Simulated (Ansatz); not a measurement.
**C₃H₆ClFO: small, medium and large basis sets**

An exercise on one series of results from a longer session: the logs are not shown, and one member is left open.

Method: one geometry, several basis sets; program: Ansatz 0.2.0, Gaussian basis.

The runs, in order: PBE0-D4/def2-SVP; ωB97M-V/def2-SVP; PBE0-D4/def2-QZVPP; ωB97M-V/def2-QZVPP; the functionals' def2-TZVPP values are taken from earlier runs.

**The geometry**

All runs share one geometry, relaxed beforehand with PBE0-D4 in a triple-zeta def2 set.

SMILES `CC(O)(Cl)CF`, 12 atoms, charge 0, spin multiplicity 1.

Atoms are counted from 1 here; the program's logs count them from 0.

Bond lengths: C1–C2 1.506 Å, C1–H7 1.089 Å, C1–H8 1.092 Å, C1–H9 1.090 Å, C2–O3 1.374 Å, C2–Cl4 1.836 Å, C2–C5 1.518 Å, O3–H10 0.965 Å, C5–F6 1.379 Å, C5–H11 1.091 Å, C5–H12 1.095 Å. Angles: C2–C1–H7 109.3°, C2–C1–H8 109.3°, C2–C1–H9 110.8°, H7–C1–H8 108.8°, H7–C1–H9 108.9°, H8–C1–H9 109.6°, C1–C2–O3 109.0°, C1–C2–Cl4 108.2°, C1–C2–C5 111.9°, O3–C2–Cl4 109.8°, O3–C2–C5 111.1°, Cl4–C2–C5 106.8°, C2–O3–H10 108.0°, C2–C5–F6 109.6°, C2–C5–H11 111.4°, C2–C5–H12 108.7°, F6–C5–H11 108.9°, F6–C5–H12 107.7° and more.

Coordinates:

```
atom    x (Å)    y (Å)    z (Å)
  C1  -1.3482  -0.1501   0.3878
  C2   0.1125   0.2123   0.3312
  O3   0.7759  -0.4403   1.3421
 Cl4   0.2613   2.0280   0.5611
  C5   0.7248  -0.1097  -1.0195
  F6   2.0903   0.0722  -0.9625
  H7  -1.7534   0.1348   1.3579
  H8  -1.4572  -1.2299   0.2641
  H9  -1.9062   0.3656  -0.3932
 H10   1.7229  -0.3030   1.2154
 H11   0.3162   0.5290  -1.8034
 H12   0.5381  -1.1641  -1.2471
```

The first run:

Input file in.yaml:

```yaml
crystal:
  periodic: [false, false, false]
  atoms:
    - {symbol: C, position_ang: [-1.348208, -0.150080, 0.387819]}
    - {symbol: C, position_ang: [0.112481, 0.212340, 0.331246]}
    - {symbol: O, position_ang: [0.775945, -0.440284, 1.342145]}
    - {symbol: Cl, position_ang: [0.261305, 2.027986, 0.561132]}
    - {symbol: C, position_ang: [0.724836, -0.109734, -1.019542]}
    - {symbol: F, position_ang: [2.090329, 0.072243, -0.962455]}
    - {symbol: H, position_ang: [-1.753366, 0.134818, 1.357883]}
    - {symbol: H, position_ang: [-1.457188, -1.229920, 0.264148]}
    - {symbol: H, position_ang: [-1.906230, 0.365602, -0.393170]}
    - {symbol: H, position_ang: [1.722858, -0.303010, 1.215436]}
    - {symbol: H, position_ang: [0.316161, 0.528983, -1.803429]}
    - {symbol: H, position_ang: [0.538075, -1.164140, -1.247113]}
basis:
  gaussian: {orbitals: def2-SVP}
hamiltonian: {xc: pbe0, dispersion: d4}
output: {orbitals: {seedname: orbitals}}
```

The run is started by

```console
ansatz run in.yaml --threads 4 --pin off --events-out ev --progress --plain --max-ram 10444MiB
```

Steps of the session up to this table: PBE0-D4 in def2-SVP; ωB97M-V in def2-SVP; PBE0-D4 in def2-QZVPP; ωB97M-V in def2-QZVPP.

One of the session's tables, all rows but one given; the rest of the session is left out.

It belongs to the step «Density functionals: the series». 

```
functional       basis  HOMO (eV)  LUMO (eV)
   PBE0-D4    def2-SVP      -8.25       1.00
   PBE0-D4  def2-TZVPP      -8.46       0.54
   PBE0-D4  def2-QZVPP      -8.51       0.30
   ωB97M-V    def2-SVP     -10.56       3.20
   ωB97M-V  def2-TZVPP     -10.81       2.55
   ωB97M-V  def2-QZVPP          ?          ?
```

**Question.** Estimate the row for ωB97M-V, def2-QZVPP.

**Answer.** HOMO (eV): -10.86; LUMO (eV): 1.73. In the column «HOMO (eV)» it is the lowest.
